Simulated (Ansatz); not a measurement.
# MgSi (triplet): from Hartree-Fock to the top rungs, def2-QZVPP

The task here is to estimate one member of a computed series from the others.

The runs use Ansatz 0.2.0, Gaussian basis; def2-QZVPP, core rule «outside noble gas», up to 10 orbitals frozen.

To be run: UHF; ROHF; CCSD(T) on UHF.

2 further runs of the same task are left out: 2 set aside as unsound or not needed.

## The geometry

The geometry is a PBE0/def2-TZVP stationary point (not a proven minimum) of the parent state, kept for this charge and spin.

2 atoms, charge 0, spin multiplicity 3.

Atoms are counted from 1 here; the program's logs count them from 0.

Bond lengths: Si1–Mg2 2.532 Å.

Set-up of the first run:

Input file in.yaml:

```yaml
crystal:
  periodic: [false, false, false]
  atoms:
    - {symbol: Si, position_ang: [0.000000, 0.000000, 0.000000]}
    - {symbol: Mg, position_ang: [0.000000, 0.000000, 2.532400]}
basis:
  gaussian: {orbitals: "def2-QZVPP.json"}
magnetization: {spin_polarized: true, initial_magnetization: 2}
hamiltonian: {xc: hf}
output: {orbitals: {seedname: orbitals}}
```

Command:

```bash
ansatz run in.yaml --threads 1 --pin off --events-out ev --progress --plain --max-ram 2393MiB
```

Among the steps run: UHF; ROHF; CCSD(T) on UHF.

One of the session's tables, all rows but one given; the rest of the session is left out.

It belongs to the step «Misses and costs». 

```
  method  from UCCSD(T) (meV)
    ROHF              +4003.2
     UHF              +3346.7
    UMP2                    ?
   UCCSD               +227.5
UCCSD(T)                    0
```

Estimate the missing values for UMP2.

**Answer.** from UCCSD(T) (meV): +870.6. In the column «from UCCSD(T) (meV)» it lies between UCCSD (+227.5) and UHF (+3346.7).

Caveats from the session: The determinant is far from a pure spin state, so its energy mixes those of several spin states (harmless only where they are near-degenerate, as at dissociation).
